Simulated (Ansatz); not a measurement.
CH6FN3 (`NC(N)(N)F`), relaxed with RKS PBE-D4/def2-SVP in Ansatz from a rough embedded geometry. The force threshold is 0.03 eV/Å; the program also tests the step.

Total charge 0; spin multiplicity 1.

Start:

```xyz
11

N    -0.258   -0.996   -0.676
C     0.202    0.171   -0.205
N    -0.894    1.022   -0.148
N     0.713    0.070    1.051
F     1.178    0.644   -0.999
H     0.479   -1.751   -0.607
H    -1.010   -1.326   -0.070
H    -0.461    1.942    0.072
H    -1.183    1.157   -1.182
H     1.369   -0.662    1.104
H    -0.136   -0.271    1.661
```

```tsv
step	energy (eV)	largest force (eV/Å)	largest move (Å)
1	-8305.4631	6.305	0.000
2	-8306.4327	1.841	0.180
3 (rejected)	-8306.4282	1.638	0.157
4	-8306.5633	0.258	0.077
5	-8306.5845	0.226	0.070
6	-8306.5886	0.173	0.051
7	-8306.5912	0.041	0.020
8	-8306.5915	0.009	0.010
```

End:

```xyz
11

N    -0.327   -1.084   -0.780
C     0.172    0.140   -0.178
N    -0.874    1.096   -0.221
N     0.705    0.132    1.172
F     1.294    0.475   -0.980
H     0.421   -1.786   -0.812
H    -1.098   -1.458   -0.215
H    -0.545    2.000    0.131
H    -1.235    1.187   -1.175
H     1.501   -0.514    1.228
H    -0.017   -0.188    1.827
```

Run time 7.5 s (4 threads of a server CPU on a shared host); peak host memory 0.2 GiB.
